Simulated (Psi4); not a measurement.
Reaction (SMILES): CS (CH3-SH) + [H][H] (H2) → C (CH4) + S (H2S)
B3LYP-D3(BJ)/def2-TZVP geometries, fixed; electronic energies without zero-point terms.
Largest species:
```xyz
6

C     -0.0402     1.1565     0.0077
S     -0.0524    -0.6664    -0.0048
H      1.2792    -0.8404     0.0008
H     -1.0838     1.4664     0.0045
H      0.4371     1.5427     0.9058
H      0.4463     1.5550    -0.8800
```
Charge 0, spin multiplicity 1.

The energy of full hydrogenation at MP2 with Psi4, in kcal/mol, split into its Hartree-Fock and correlation parts. Density fitting with the program's default auxiliary sets. Cores are frozen. No added dispersion term, no relativity. Functions are those of the species that has most.

```tsv
basis	X	functions	Hartree-Fock	MP2
cc-pV(D+d)Z	2	57	-24.50	-20.40
cc-pV(T+d)Z	3	125	-23.10	-19.30
cc-pV(Q+d)Z	4	239	-23.02	-18.87
```

Worked estimate of the basis-set limit from each neighbouring pair, with Hartree-Fock from the larger set and the correlation part extrapolated as X^-3.
Correlation parts: X = 2: 4.10, X = 3: 3.80, X = 4: 4.15.
- (2,3): (27·(3.80) - 8·(4.10))/19 = 3.67; with Hartree-Fock -23.10 the estimate is -19.43 kcal/mol.
- (3,4): (64·(4.15) - 27·(3.80))/37 = 4.41; with Hartree-Fock -23.02 the estimate is -18.61 kcal/mol.
The last two estimates differ by 0.81 kcal/mol; the largest set lies 0.26 from the last. Over the last step Hartree-Fock moves by 0.08 and the correlation part by 0.35.
